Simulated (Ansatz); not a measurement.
The parent structure is CdTe in the zinc blende structure (space group F-43m, No. 216).

```xyz
2
Lattice="0.0000 3.3090 3.3090 3.3090 0.0000 3.3090 3.3090 3.3090 0.0000" Properties=species:S:1:pos:R:3 pbc="T T T"
Te     4.9635     4.9635     4.9635
Cd     0.0000     0.0000     0.0000
```

Levels (all Ansatz, a program for electronic structure, PAW): PBE (420 eV, no SOC); r2SCAN (500 eV, without spin-orbit coupling).

Levels that relaxed their own cell: PBE and r2SCAN.

```csv
level,lattice parameter a,electron mass at Γ
PBE,6.618 Å,0.053 mₑ
r2SCAN,6.557 Å,0.090 mₑ
```

Measured: lattice parameter a 6.48 Å (room temperature; as listed in M J Lucero, T M Henderson, G E Scuseria, Journal of Physics Condensed Matter (2012)); electron mass at Γ 0.093 mₑ (temperature not stated; as listed in Magdalena Laurien, Oleg Rubel, Phys. Rev. B (2022)).

Computed minus measured — lattice parameter a: PBE +2.1 %, r2SCAN +1.2 % (closest: r2SCAN); electron mass at Γ: PBE -43 %, r2SCAN -4 % (closest: r2SCAN). Measured values not marked as corrected hold thermal and zero-point effects that the static-lattice runs lack.

With Te present, leaving out spin-orbit coupling can change the band edges. The levels and masses belong to the bands next to the band gap. Masses are band curvatures over ±0.01 Å⁻¹ around the edge. No phonon test of stability was made.
